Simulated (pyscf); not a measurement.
PySCF, gas phase, ωB97X-D3(BJ)/def2-SVP geometries.

Task: For H₃C–AlH₂ (SMILES [CH3][AlH2]) + HO–SiH₃ (SMILES O[SiH3]) -> H₃C–AlH–O–SiH₃ (SMILES [CH3][AlH][O][SiH3]) + H₂ (SMILES [H][H]), a four-centre exchange (singlet surface; Al–H, H–O broken, Al–O, H–H formed), PBE/def2-TZVP gives ΔE‡ = -44.5 kJ/mol and ΔE = -142.3 kJ/mol (zero: the separated reactants). In which direction and how far do r²SCAN/def2-TZVP, B3LYP-D3(BJ)/def2-TZVP, ωB97M-D3(BJ)/def2-TZVP move these?

Result: r²SCAN: ΔE‡ = -51.9 kJ/mol, ΔE = -156.9 kJ/mol; B3LYP-D3(BJ): ΔE‡ = -39.4 kJ/mol, ΔE = -155.2 kJ/mol; ωB97M-D3(BJ): ΔE‡ = -33.0 kJ/mol, ΔE = -149.3 kJ/mol. PBE's barrier lies among them. Its reaction energy lies over all of them, by 6.9 to 14.5 kJ/mol. On the reactant side the descent ends in an adduct with a Al–O contact, 94.0 kJ/mol under the separated species and 54.0 kJ/mol under the saddle at ωB97X-D3(BJ)/def2-TZVP. At PBE, r²SCAN, B3LYP-D3(BJ), ωB97M-D3(BJ) the saddle lies under the separated reactants, which points to a path from their complex (located at ωB97X-D3(BJ) alone). What is counted as formed (Al–O) is already present as a longer contact in the reactant adduct; forming that adduct is a step of its own. At the saddle there is also a short Al–H contact that neither side keeps. One saddle was located; it need not be the lowest between these sides.
